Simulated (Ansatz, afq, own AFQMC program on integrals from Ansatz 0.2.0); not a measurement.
Where AFQMC and coupled cluster stand for HBrCl, doublet

| atom | x (Å) | y (Å) | z (Å) |
| --- | --- | --- | --- |
| Br | 0.0000 | 0.0000 | -1.5720 |
| H | 0.0000 | 0.0000 | -0.0350 |
| Cl | 0.0000 | 0.0000 | 1.6070 |

Connectivity, by distances: Br ··· Cl, 1 bridging H.

Basis cc-pVTZ. Only valence electrons are correlated. Integrals, coupled cluster, full CI and functionals: Ansatz 0.2.0; the random walks run on the same integrals in our own AFQMC program. The CISD trial takes its coefficients from CCSD amplitudes. Released means that phaseless walkers are propagated on without the constraint, phases kept. Uncertainties: one standard error, sampling alone. No spin–orbit coupling.

Determinant: UHF, the one that the program's search chose, which needn't be the lowest solution. The geometry is a point of a scan.

No full CI on the walks' own integrals is used here; CCSDT(Q) serves as the reference and is uncertain by about the last step of the cluster series.

Cautions: no relativity below Rb; no spin-orbit coupling; inner d shell frozen; unrestricted determinant slightly spin contaminated (⟨S²⟩ 0.80 against 0.75).

```
T1 diagnostic                               : 0.0151
weight of the determinant in the CISD state : 0.850
⟨S²⟩ of the determinant                     : 0.801
size of the correlated space                : 15 electrons in 72 orbitals
```

```
  level  correlation energy (eV)
    MP2                  -9.4815
   CCSD                 -10.5845
CCSD(T)                 -10.9870
```

(1) Estimate where phaseless AFQMC with a CISD trial lies against CCSD(T) on the same integrals.

(1) 3.0 ± 0.6 kJ/mol below CCSD(T).

Reference: CCSDT(Q), correlation energy -11.039 eV. The released energy is read at 1.50 1/Eh (meV from the phaseless value at times in 1/Eh: -12 ± 7 at 0.24, -15 ± 5 at 0.51, -28 ± 6 at 0.99, -26 ± 7 at 1.50).

| level | E − E(reference) (kJ/mol) | share of correlation (%) |
| --- | --- | --- |
| CCSD(T) | 5.0 | 99.53 |
| CCSDT | 1.7 | 99.84 |
| ph-AFQMC/CISD | 2.1 ± 0.6 | 99.81 |
| released AFQMC | -0.4 ± 0.7 | 100.04 |

A walk keeps the symmetry of its determinant, which the program's search chose and which needn't be the lowest solution, so a lower state of the same spin and another symmetry isn't excluded. Released energies are given only where the last usable release times agree within the noise; a slower fall can still hide under it.
